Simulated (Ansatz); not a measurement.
**H2O2 (hydrogen peroxide): levels of theory compared**

Wanted: a comparison of 6 runs (HF/STO-3G, HF/3-21G, B3LYP/6-31G*, B3LYP/6-31G**, PBE/def2-SVP) of H2O2 (hydrogen peroxide). 

Program for the calculation: Ansatz 0.2.0.

10 further runs of the same task are left out: 5 for a known fault of the program, 2 that didn't finish, 3 set aside as unsound or not needed.

## Step 1: The system as given

H2O2 has 4 atoms, charge 0, and is taken as a singlet. As SMILES, `OO`. The coordinates come from a PBE0-D4/def2-TZVP relaxation.

Bond lengths: O1–O2 1.426 Å, O1–H3 0.965 Å, O2–H4 0.965 Å. Angles: O1–O2–H4 101.1°, O2–O1–H3 101.1°.

## Step 2: Energy and gradient at HF/STO-3G (run 1)

Contents of run.yaml:

```yaml
crystal:
  periodic: [false, false, false]
  atoms:
    - symbol: O
      position_ang: [-0.486800, -0.581100, 0.030600]
    - symbol: O
      position_ang: [0.048300, 0.728400, 0.206900]
    - symbol: H
      position_ang: [0.186400, -1.117000, 0.467400]
    - symbol: H
      position_ang: [0.252100, 0.969800, -0.704900]
basis:
  gaussian:
    orbitals: STO-3G
hamiltonian:
  xc: hf
accuracy: high
output: {forces: true, orbitals: {seedname: orbitals}}
```

The run is started by

```
$ ansatz run run.yaml --threads 1 --pin off --max-ram 2610MiB --events-out events.jsonl --progress --plain --runs-dir runs
```

The program printed:

```text
Warning: RAYON_NUM_THREADS=1 ignored (pool sized by the plan → 1); use --threads N
Functional definition: HF
  name "HF"
  exchange = exact_x
  correlation = 0
188 factors; integrals over basis functions are off by at most 3.5e-8 eV
mean field evaluation 1: about -4047.2581 eV, gradient 1.2e1 eV
mean field evaluation 2: about -4047.3850 eV, gradient 1.2e1 eV
mean field evaluation 4: about -4047.9806 eV, gradient 3.6e-1 eV
mean field evaluation 8: about -4047.9805 eV, gradient 1.2e-6 eV
mean field -4047.98053007 eV, -148.7605406603 hartree, gradient 2.2e-8 eV, S^2 0.000000; 0 other end points of the search recorded, 0 dependent functions left out
the calculation of the forces begins
reference -4047.98053007 eV, -148.7605406603 hartree; 9, 9 occupied and 3, 3 virtual orbitals, 188 factors
Total energy: -4047.98053007 eV, -148.7605406603 hartree
Atom 0 at    -0.486800    -0.581100     0.030600 Å, force    -0.990032     3.184046    -0.974743 eV/Å
Atom 1 at     0.048300     0.728400     0.206900 Å, force    -1.187564    -2.453424     2.153630 eV/Å
Atom 2 at     0.186400    -1.117000     0.467400 Å, force     1.719052    -1.331568     1.173091 eV/Å
Atom 3 at     0.252100     0.969800    -0.704900 Å, force     0.458543     0.600946    -2.351978 eV/Å
Dipole moment:     0.274857    -0.092287    -0.148857 e Å
```

It took 0.1 s on 1 thread of Arm Neoverse V2, shared host.

## Step 3: Energy and forces at HF/3-21G (run 2)

Contents of molecule.yaml:

```yaml
crystal:
  periodic: [false, false, false]
  atoms:
    - {symbol: O, position_ang: [-0.486800, -0.581100, 0.030600]}
    - {symbol: O, position_ang: [0.048300, 0.728400, 0.206900]}
    - {symbol: H, position_ang: [0.186400, -1.117000, 0.467400]}
    - {symbol: H, position_ang: [0.252100, 0.969800, -0.704900]}
basis:
  gaussian:
    orbitals: 3-21G.json
hamiltonian:
  xc: hf
accuracy: high
output:
  forces: true
  orbitals: {seedname: orbitals}
```

The basis set 3-21G is read from a file made from the Basis Set Exchange's data (not shown).

The run is started by

```
$ ansatz run molecule.yaml --threads 1 --pin off --max-ram 2610MiB --events-out events.jsonl --progress --plain --runs-dir runs
```

The program printed, shortened:

```text
Warning: RAYON_NUM_THREADS=1 ignored (pool sized by the plan → 1); use --threads N
[... 2 set-up lines as earlier in the session ...]
[...]
374 factors; integrals over basis functions are off by at most 3.2e-9 eV
[...]
mean field -4080.15676170 eV, -149.9429953628 hartree, gradient 5.0e-8 eV, S^2 0.000000; 0 other end points of the search recorded, 0 dependent functions left out
[...]
reference -4080.15676170 eV, -149.9429953628 hartree; 9, 9 occupied and 13, 13 virtual orbitals, 374 factors
Total energy: -4080.15676170 eV, -149.9429953628 hartree
Atom 0 at    -0.486800    -0.581100     0.030600 Å, force    -0.736301    -1.518606    -0.299308 eV/Å
Atom 1 at     0.048300     0.728400     0.206900 Å, force     0.644904     1.548817     0.348421 eV/Å
Atom 2 at     0.186400    -1.117000     0.467400 Å, force     0.076934    -0.293061     0.205275 eV/Å
Atom 3 at     0.252100     0.969800    -0.704900 Å, force     0.014463     0.262850    -0.254387 eV/Å
Dipole moment:     0.400435    -0.134452    -0.216872 e Å
```

Wall time 0.12 s (1 thread of Arm Neoverse V2, shared host).

Runs 3 to 5 aren't shown in full; the table further down has their settings and results.

## Step 4: Energy and gradient at PBE/def2-SVP (run 6)

Contents of input.yaml:

```yaml
crystal:
  periodic: [false, false, false]
  atoms:
    - symbol: O
      position_ang: [-0.486800, -0.581100, 0.030600]
    - symbol: O
      position_ang: [0.048300, 0.728400, 0.206900]
    - symbol: H
      position_ang: [0.186400, -1.117000, 0.467400]
    - symbol: H
      position_ang: [0.252100, 0.969800, -0.704900]
basis:
  gaussian: {orbitals: def2-SVP}
accuracy: high
hamiltonian: {xc: pbe}
output: {forces: true, orbitals: {seedname: orbitals}}
```

The run is started by

```
$ ansatz run input.yaml --threads 1 --pin off --max-ram 2610MiB --events-out events.jsonl --progress --plain --runs-dir runs
```

The program printed, shortened:

```text
Warning: RAYON_NUM_THREADS=1 ignored (pool sized by the plan → 1); use --threads N
Functional definition: PBE
  name "PBE"
[...]
773 factors; integrals over basis functions are off by at most 3.1e-9 eV
[...]
mean field -4116.24183267 eV, -151.2690972619 hartree, gradient 2.8e-8 eV, S^2 0.000000; 0 other end points of the search recorded, 0 dependent functions left out
[...]
reference -4116.24183461 eV, -151.2690973328 hartree; 9, 9 occupied and 29, 29 virtual orbitals, 773 factors
Total energy: -4116.24183461 eV, -151.2690973328 hartree
Atom 0 at    -0.486800    -0.581100     0.030600 Å, force    -0.804884    -0.279826    -0.465945 eV/Å
Atom 1 at     0.048300     0.728400     0.206900 Å, force     0.152736     0.498432     0.818752 eV/Å
Atom 2 at     0.186400    -1.117000     0.467400 Å, force     0.518137    -0.380388     0.346108 eV/Å
Atom 3 at     0.252100     0.969800    -0.704900 Å, force     0.134010     0.161782    -0.698915 eV/Å
Dipole moment:     0.320705    -0.107683    -0.173691 e Å
```

Run time: 1.2 s. Hardware: 1 thread of Arm Neoverse V2, shared host.

## Step 5: All runs side by side

| run | level | Cartesian functions | energy (Eh) | dipole moment (D) | HOMO energy (eV) | LUMO energy (eV) | wall time |
| --- | --- | --- | --- | --- | --- | --- | --- |
| 1 | HF/STO-3G | no | -148.760541 | 1.57 | -9.92 | 13.16 | 0.1 s |
| 2 | HF/3-21G | no | -149.942995 | 2.28 | -12.54 | 6.97 | 0.12 s |
| 3 | B3LYP/6-31G* (spherical functions) | no | -151.529160 | 1.90 | -7.31 | 1.13 | 1.1 s |
| 4 | B3LYP/6-31G* (Cartesian functions) | yes | -151.532600 | 1.90 | -7.34 | 1.10 | 1.1 s |
| 5 | B3LYP/6-31G** (spherical functions) | no | -151.539644 | 1.88 | -7.31 | 1.14 | 1.3 s |
| 6 | PBE/def2-SVP | no | -151.269097 | 1.83 | -5.65 | -0.05 | 1.2 s |

## Step 6: Summary of results

| quantity | value |
| --- | --- |
| run 6: total energy | -151.26910 Eh |
| run 6: dipole moment | 1.83 D |
| run 6: HOMO energy | -5.65 eV |
| run 6: LUMO energy | -0.05 eV |
| run 6: HOMO–LUMO gap | 5.60 eV |
| run 6: largest force on an atom | 0.971 eV/Å |

What this shows: The dipole moment (its size) runs from 1.57 D (HF/STO-3G) to 2.28 D (HF/3-21G). The HOMO–LUMO gap runs from 5.60 eV (PBE/def2-SVP) to 23.08 eV (HF/STO-3G). The two ends differ in method and basis. Totals of different functionals can't be ranked against each other. In run 1 the basis is minimal, so the values are rough. All runs together took 5 s, the longest 1.3 s.
